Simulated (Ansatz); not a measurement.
`C/C(Cl)=C/CO`, relaxed with RKS PBE0-D4/def2-TZVP in Ansatz 0.2.0 from a PBE-D4/def2-SVP geometry. The force threshold is 0.005 eV/Å; the program also tests the step.

Charge 0, multiplicity 1.

Start:

```xyz
13

C    -2.115   -0.426    0.151
C    -0.797    0.176   -0.224
Cl   -0.885    1.177   -1.677
C     0.369    0.017    0.437
C     1.718    0.561    0.065
O     2.683   -0.476   -0.075
H    -2.872    0.364    0.336
H    -2.506   -1.060   -0.672
H    -2.014   -1.045    1.063
H     0.343   -0.628    1.333
H     2.096    1.212    0.883
H     1.632    1.196   -0.846
H     2.348   -1.068   -0.773
```

```json
{"step": "1", "energy (eV)": "-18822.8310", "largest force (eV/Å)": "0.657", "largest move (Å)": "0.000"}
{"step": "2", "energy (eV)": "-18822.8906", "largest force (eV/Å)": "0.271", "largest move (Å)": "0.029"}
{"step": "3", "energy (eV)": "-18822.8966", "largest force (eV/Å)": "0.129", "largest move (Å)": "0.015"}
{"step": "4", "energy (eV)": "-18822.8970", "largest force (eV/Å)": "0.057", "largest move (Å)": "0.009"}
{"step": "5", "energy (eV)": "-18822.8971", "largest force (eV/Å)": "0.009", "largest move (Å)": "0.004"}
{"step": "6", "energy (eV)": "-18822.8971", "largest force (eV/Å)": "0.005", "largest move (Å)": "0.002"}
```

End:

```xyz
13

C    -2.098   -0.420    0.154
C    -0.790    0.173   -0.231
Cl   -0.879    1.151   -1.670
C     0.354    0.012    0.423
C     1.693    0.560    0.069
O     2.657   -0.469   -0.072
H    -2.835    0.364    0.349
H    -2.492   -1.041   -0.654
H    -1.987   -1.031    1.050
H     0.321   -0.619    1.308
H     2.062    1.193    0.881
H     1.631    1.179   -0.831
H     2.362   -1.051   -0.777
```

Run time 15 s (2 threads of an AMD EPYC 7R13 on a shared host and a share of an NVIDIA H100 80 GB); peak host memory 0.87 GiB.
